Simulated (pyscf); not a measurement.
A first-order saddle from PySCF, ωB97X-D3(BJ)/def2-SVP:

```
C
C 1 1.3410
H 2 1.0979 1 122.81
H 2 1.0982 3 115.92 1 179.81
H 1 1.0985 2 118.63 3 1.51
H 1 1.4647 5 117.32 2 -138.05
H 6 1.0972 1 158.89 5 -104.58
Ga 6 1.7119 7 74.04 1 0.24
H 8 1.5505 6 112.53 7 -86.90
H 8 1.5511 9 133.67 7 -133.19
```
Charge 0, spin multiplicity 1.

Surface: singlet, charge 0. Lowest wavenumbers (cm⁻¹): 1411i, 150, 216, 390, 510.

Task: Name the species on either side of this saddle.

Result: gallane (GaH₃) + ethylene (H₂C=CH₂) <-> H₂C=CH–GaH₂ + hydrogen (H₂), a four-centre exchange read from left to right: Ga–H, C–H broken and C–Ga, H–H formed. At ωB97M-D3(BJ)/def2-TZVP it lies +1.51 eV from the left side and +1.25 eV from the right (each side as separated species at their lowest minima found). On the reactant side the descent ends in a bound adduct, 0.54 eV under the separated species and 1.95 eV under the saddle at ωB97X-D3(BJ)/def2-TZVP. At the saddle there is also a short Ga–H contact that neither side keeps. At ωB97X-D3(BJ)/def2-TZVP the barrier from the zero used here is 1.42 eV. H₂C=CH–GaH₂ lies 0.76 eV over its isomer H₃C–CH₂–Ga [singlet] (electronic energy, ωB97M-D3(BJ)/def2-TZVP). One saddle was located; it need not be the lowest between these sides. Elements up to Kr have no core potential and no relativistic terms here.
